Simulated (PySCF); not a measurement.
Species: N2.
Z-matrix (Å and degrees, PBE0-D3(BJ)/def2-SVP geometry), rows numbered from 1:
```
N 
N   1  1.0978
```

Computed with PySCF at CAM-B3LYP/def2-SVPD, non-relativistic, on one gas-phase PBE0-D3(BJ)/def2-SVP geometry that isn't relaxed in the solvent. The solvent is an IEF-PCM continuum (van der Waals radii × 1.2), and excitations are vertical TDDFT with non-equilibrium linear response and a frozen core. Only the electrostatic response of the medium enters.

Gas-phase singlets (H = HOMO, L = LUMO):

```tsv
state	E (eV)	λ (nm)	f	leading configurations
S1	9.271	134	0.000	H-1→L 50%, H-2→L+1 50%
S2	9.456	131	0.000	H→L 71%, H→L+1 28%
S3	9.456	131	0.000	H→L+1 71%, H→L 28%
S4	9.768	127	0.000	H-2→L+1 35%, H-1→L 35%
S5	9.768	127	0.000	H-1→L+1 35%, H-2→L 35%
```

Q: What are the lowest 5 singlets in chloroform (ε = 4.711)?

A: 
| state | E (eV) | λ (nm) | f | leading configurations | change by rank (eV) |
| --- | --- | --- | --- | --- | --- |
| S1 | 9.252 | 134 | 0.000 | H-1→L 50%, H-2→L+1 50% | -0.019 |
| S2 | 9.431 | 131 | 0.000 | H→L 99% | -0.025 |
| S3 | 9.431 | 131 | 0.000 | H→L+1 99% | -0.025 |
| S4 | 9.737 | 127 | 0.000 | H-2→L+1 39%, H-1→L 39% | -0.031 |
| S5 | 9.737 | 127 | 0.000 | H-1→L+1 39%, H-2→L 39% | -0.031 |

Q: Give the list for tetrahydrofuran (ε = 7.426), n² = 1.97.

A: 
```
state  E (eV)  λ (nm)      f  leading configurations  change by rank (eV)
   S1   9.249     134  0.000  H-1→L 50%, H-2→L+1 50%               -0.022
   S2   9.438     131  0.000                 H→L 99%               -0.018
   S3   9.438     131  0.000               H→L+1 99%               -0.018
   S4   9.735     127  0.000  H-2→L+1 33%, H-1→L 33%               -0.033
   S5   9.735     127  0.000  H-1→L+1 33%, H-2→L 33%               -0.033
```

Q: How do the frontier levels move from gas to tetrahydrofuran?

A: 
| orbital | gas (eV) | solvent (eV) | change (eV) | Löwdin shares, gas | Löwdin shares, solvent |
| --- | --- | --- | --- | --- | --- |
| LUMO+2 | 4.03 | 4.12 | +0.09 | N1 50 %, N2 50 % | N2 50 %, N1 50 % |
| LUMO+1 | 0.76 | 0.83 | +0.07 | N1 50 %, N2 50 % | N1 50 %, N2 50 % |
| LUMO | 0.76 | 0.83 | +0.07 | N1 50 %, N2 50 % | N1 50 %, N2 50 % |
| HOMO | -13.83 | -13.78 | +0.05 | N1 50 %, N2 50 % | N1 50 %, N2 50 % |
| HOMO-1 | -14.72 | -14.63 | +0.09 | N2 50 %, N1 50 % | N2 50 %, N1 50 % |
| HOMO-2 | -14.72 | -14.63 | +0.09 | N2 50 %, N1 50 % | N2 50 %, N1 50 % |
| HOMO-3 | -16.84 | -16.79 | +0.05 | N2 50 %, N1 50 % | N2 50 %, N1 50 % |

The HOMO–LUMO gap goes from 14.59 to 14.62 eV. Shares within a degenerate set are those of one arbitrary member.
